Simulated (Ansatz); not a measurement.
System: rock-salt MgS. Method: r²SCAN+rVV10 (plane waves, PAW; Ansatz, an electronic-structure program).

Settings: plane-wave cutoff 560 eV, 12×12×12 k mesh, Fermi–Dirac smearing 0.01 eV, scalar-relativistic PAW data made under PBE.

Computed points:

| V (Å³/atom) | E − E_lowest (meV/atom) | P (GPa) |
|---|---|---|
| 16.416 | 17.77 | 5.72 |
| 16.765 | 7.63 | 3.62 |
| 17.115 | 1.85 | 1.72 |
| 17.464 | 0.00 | 0.00 |
| 17.813 | 1.71 | -1.55 |
| 18.163 | 6.64 | -2.95 |
| 18.512 | 14.47 | -4.22 |

Fit the third-order Birch–Murnaghan equation and give B0 and B′.

V0 = 17.465 Å³/atom, B0 = 81.5 GPa, B′ = 4.0 (fit to the energies at full precision).

Measured, for comparison: bulk modulus 81 GPa, equilibrium volume per atom 17.45 Å³/atom (corrected for zero-point motion; as tabulated in Goldzak et al. (2022), arXiv:2208.04865). Computed (rounded) less measured: bulk modulus +0.6 %, equilibrium volume per atom +0.1 %.

Static lattice: no zero-point or thermal effects.
